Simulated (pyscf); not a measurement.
**Concerted two-bond exchange: F–GeH₂• + HF → F–GeH₂• + HF**

Gas phase, doublet surface, charge 0. Bonds broken: Ge1–F2, H3–F6. Bonds formed: Ge1–F6, F2–H3. Optimised with ωB97X-D3(BJ)/def2-SVP in PySCF. Correlated levels are frozen-core, on RHF or UHF. ΔMP2 is the change of the MP2 total energy from the triple- to the quadruple-zeta basis.

Transition state (Å):

```xyz
6

Ge     0.4773    -1.0594     0.8020
F      1.5018    -0.0252    -0.6431
H      1.8208     0.4825     0.2889
H     -0.8614    -0.4014     0.3914
H      0.8236    -2.3455    -0.0160
F      1.6868     0.4563     1.4649
```

One imaginary mode, 484i cm⁻¹; descent along it reached the two sides named, in the forms told below.

| bond | change | reactant side (Å) | saddle | product side |
|---|---|---|---|---|
| Ge1–F2 | breaks | 1.784 | 2.051 | 3.0 |
| H3–F6 | breaks | 0.937 | 1.184 | 1.712 |
| Ge1–F6 | forms | 2.9 | 2.049 | 1.782 |
| F2–H3 | forms | 1.708 | 1.108 | 0.936 |

Electronic energies relative to the separated reactants (kcal/mol):

```csv
level,barrier,reaction energy,reverse barrier
ωB97X-D3(BJ)/def2-TZVP,12.6,0.0,12.6
PBE/def2-TZVP,7.2,0.0,7.2
r²SCAN/def2-TZVP,9.2,0.0,9.2
B3LYP-D3(BJ)/def2-TZVP,11.3,0.0,11.3
PBE0-D3(BJ)/def2-TZVP,10.9,0.0,10.9
M06-2X/def2-TZVP,12.3,0.0,12.3
ωB97M-D3(BJ)/def2-TZVP,12.2,0.0,12.2
HF/def2-TZVP,28.1,0.0,28.1
MP2/def2-QZVPP,15.3,0.0,15.3
CCSD/def2-TZVPP,17.4,0.0,17.4
CCSD(T)/def2-TZVPP,15.1,0.0,15.1
CCSD(T)/def2-TZVPP + ΔMP2(QZVPP),15.7,0.0,15.7
```

With CCSD(T)/def2-TZVPP + ΔMP2(QZVPP) energies and thermal terms (ideal gas, 1 atm, RRHO with modes under 100 cm⁻¹ raised to 100, one conformer, R ln 2 for chiral ones without a mode under 150 cm⁻¹), in kcal/mol:

```csv
T (K),ΔH‡,ΔG‡,ΔH,ΔG
298,14.8,24.6,0.0,0.0
600,14.3,34.7,0.0,0.0
900,14.5,44.9,0.0,0.0
1200,14.8,55.0,0.0,0.0
```

On the reactant side the descent ends in a complex, 6.4 kcal/mol under the separated species and 19.0 kcal/mol under the saddle at ωB97X-D3(BJ)/def2-TZVP. On the product side the descent ends in a complex, 6.5 kcal/mol under the separated species and 19.1 kcal/mol under the saddle at ωB97X-D3(BJ)/def2-TZVP. One saddle was located; it need not be the lowest between these sides. The CCSD(T) − MP2 part came from Ansatz, without density fitting, on the same reference. The frozen core leaves the outer d or s,p core shells of the metals and heavy elements correlated in the MP2 and CC values, and def2-TZVPP describes them poorly, which can shift differences by a few kcal/mol. Elements up to Kr have no core potential and no relativistic terms here.
